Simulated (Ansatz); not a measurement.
# Tl (model structure, started from the omega type, P6/mmm, No. 191, 3 atoms in the cell)

Level of theory: PBEsol in Ansatz (PAW).

Numerical settings: plane-wave cutoff 500 eV, 18×18×22 k mesh (along the axes of the cell as run), Fermi–Dirac smearing 0.1 eV, scalar-relativistic PAW data made under PBE.

Cell (relaxed at this level):

```cif
data_Tl3
_chemical_formula_sum 'Tl3'
_space_group_name_H-M_alt 'P6/mmm'
_space_group_IT_number 191
_space_group_name_Hall '-P 6 2'
_cell_length_a 5.51737
_cell_length_b 5.51737
_cell_length_c 3.28949
_cell_angle_alpha 90.000
_cell_angle_beta 90.000
_cell_angle_gamma 120.000
loop_
_atom_site_label
_atom_site_type_symbol
_atom_site_symmetry_multiplicity
_atom_site_Wyckoff_symbol
_atom_site_fract_x
_atom_site_fract_y
_atom_site_fract_z
_atom_site_occupancy
Tl1 Tl 1 a 0.00000 0.00000 0.00000 1
Tl2 Tl 2 d 0.33333 0.66667 0.50000 1
```

* **band gap**: zero (no gap)

Note: the relaxation could raise the start's symmetry but not lower it, so the cell can be a saddle point.

Spin–orbit coupling is not included; it can shift volumes and moduli of such heavy elements.

The computed numbers hold no vibrational or temperature effects.

It cost very roughly 5 core-minutes of CPU time.

A model structure was made by putting elements into a prototype or built by hand; it is no filed structure, need not be a known phase, and can be a saddle point held by its symmetry.

Ansatz is a program for electronic structure.
